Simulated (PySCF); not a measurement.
One molecule, many functionals

Species: CH6OSi.
Atom-mapped SMILES: `[CH3:1][SiH2:2][OH:3]` (hydrogens: H4, H5, H6 on C1; H7, H8 on Si2; H9 on O3)

Linear-response calculations in the def2-SVPD basis (PySCF; singlets by full response, triplets Tamm–Dancoff, core orbitals frozen in the response; HF means time-dependent Hartree–Fock). 'Strongest' is the level of largest summed f among the singlets computed (6 and 10 roots, of which the last may lack a degenerate partner); it can jump between rows when another state enters that window. S1 is the lowest singlet of each run and needn't be the same state throughout; f(S1) is that of one state. One conformer (not necessarily the lowest) at the PBE0-D3(BJ)/def2-SVP geometry, without solvent, vibrations or thermal averaging.

```json
{"functional": "LDA", "kind": "LDA", "S1 (eV)": "6.44", "f(S1)": "0.010", "strongest (eV)": "7.92", "T1 (eV)": "6.21", "HOMO (eV)": "-7.09", "gap (eV)": "6.33", "ionisation energy, ΔSCF (eV)": "10.45"}
{"functional": "PBE", "kind": "GGA", "S1 (eV)": "6.46", "f(S1)": "0.011", "strongest (eV)": "7.89", "T1 (eV)": "6.19", "HOMO (eV)": "-6.99", "gap (eV)": "6.36", "ionisation energy, ΔSCF (eV)": "10.31"}
{"functional": "PBE0", "kind": "global hybrid, 25% exact exchange", "S1 (eV)": "7.17", "f(S1)": "0.011", "strongest (eV)": "8.85", "T1 (eV)": "not run", "HOMO (eV)": "-8.46", "gap (eV)": "8.63", "ionisation energy, ΔSCF (eV)": "not run"}
{"functional": "BHandHLYP", "kind": "global hybrid, 50% exact exchange", "S1 (eV)": "7.69", "f(S1)": "0.012", "strongest (eV)": "9.40", "T1 (eV)": "7.33", "HOMO (eV)": "-9.85", "gap (eV)": "10.59", "ionisation energy, ΔSCF (eV)": "10.93"}
{"functional": "CAM-B3LYP", "kind": "range-separated hybrid", "S1 (eV)": "7.28", "f(S1)": "0.013", "strongest (eV)": "9.04", "T1 (eV)": "6.94", "HOMO (eV)": "-9.89", "gap (eV)": "10.76", "ionisation energy, ΔSCF (eV)": "10.90"}
{"functional": "wB97X-D", "kind": "range-separated hybrid", "S1 (eV)": "7.47", "f(S1)": "0.013", "strongest (eV)": "9.48", "T1 (eV)": "7.19", "HOMO (eV)": "-10.37", "gap (eV)": "12.22", "ionisation energy, ΔSCF (eV)": "10.83"}
{"functional": "LC-wPBE", "kind": "range-separated hybrid", "S1 (eV)": "7.74", "f(S1)": "0.013", "strongest (eV)": "9.84", "T1 (eV)": "7.31", "HOMO (eV)": "-11.23", "gap (eV)": "13.22", "ionisation energy, ΔSCF (eV)": "11.09"}
{"functional": "HF", "kind": "Hartree–Fock", "S1 (eV)": "8.71", "f(S1)": "0.014", "strongest (eV)": "10.47", "T1 (eV)": "8.14", "HOMO (eV)": "-11.97", "gap (eV)": "14.27", "ionisation energy, ΔSCF (eV)": "not settled"}
```

Question: What does B3LYP (global hybrid, 20% exact exchange) give?

Answer: S1 (eV) 6.97, f(S1) 0.012, strongest (eV) 9.02, T1 (eV) 6.69, HOMO (eV) -8.24, gap (eV) 8.10, ionisation energy, ΔSCF (eV) 10.68. S1 runs from 6.44 eV (LDA) to 8.71 eV (HF), a spread of 2.28 eV, while the orbital gap spreads over 7.9 eV. Along PBE (0%), B3LYP (20%), PBE0 (25%), BHandHLYP (50%), HF (100%) S1 rises with the share of exact exchange. −ε(HOMO) comes closest to its own ΔSCF ionisation energy with LC-wPBE (+0.14 eV) and misses most with LDA (-3.36 eV). 'Not settled' means that the ion's SCF failed to converge or may have ended in another state than the lowest.

Without π bonds the low states are Rydberg-like; a valence basis with one diffuse set may place them up to an eV too high.
